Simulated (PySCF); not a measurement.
## NMR parameters of (LiH)3 ring

(LiH)3 ring, H3Li3.

Geometry:
```csv
atom,x (Å),y (Å),z (Å)
Li1,0.536,0.959,-1.177
H2,1.777,0.161,-0.303
Li3,1.039,-0.815,0.900
H4,-0.602,-1.080,1.321
Li5,-1.581,-0.140,0.273
H6,-1.169,0.915,-1.013
```

GIAO calculations in PySCF on the PBE0-D3(BJ)/def2-SVP structure: isolated species, non-relativistic, equivalent atoms averaged; basis pcSseg-1.

Problem. Give the isotropic shieldings (ppm) with PBE0, wB97X-D.

Solution. 
```json
{"atoms": "Li1/Li3/Li5", "environment": "lithium bonded to 2 H", "PBE0": "86.8", "wB97X-D": "88.1"}
{"atoms": "H2/H4/H6", "environment": "bridging hydrogen", "PBE0": "27.73", "wB97X-D": "28.05"}
{"atoms": "HOMO–LUMO gap (eV)", "environment": "–", "PBE0": "6.24", "wB97X-D": "9.53"}
```

Problem. And the chemical shifts, against references computed in the same way?

Solution. 
| atoms | nucleus, reference | PBE0 | wB97X-D |
| --- | --- | --- | --- |
| H2/H4/H6 | 1H, TMS | 3.54 | 3.33 |

Problem. Which part of the shielding of Li1/Li3/Li5 depends on the functional?

Solution. Diamagnetic: PBE0 100, wB97X-D 100 ppm; paramagnetic: PBE0 -13, wB97X-D -12 ppm. The diamagnetic part, set mainly by inner electrons, hardly moves; the paramagnetic part goes with low-lying magnetically allowed excitations and carries the spread.

Problem. What couplings does B3LYP/pcJ-1 give?

Solution. 1J(Li1,H2) = 44.7, 2J(H2,H4) = 10.6, 2J(Li1,Li3) = 7.4 Hz (averaged over equivalent pairs; isotopes 7Li, 1H).
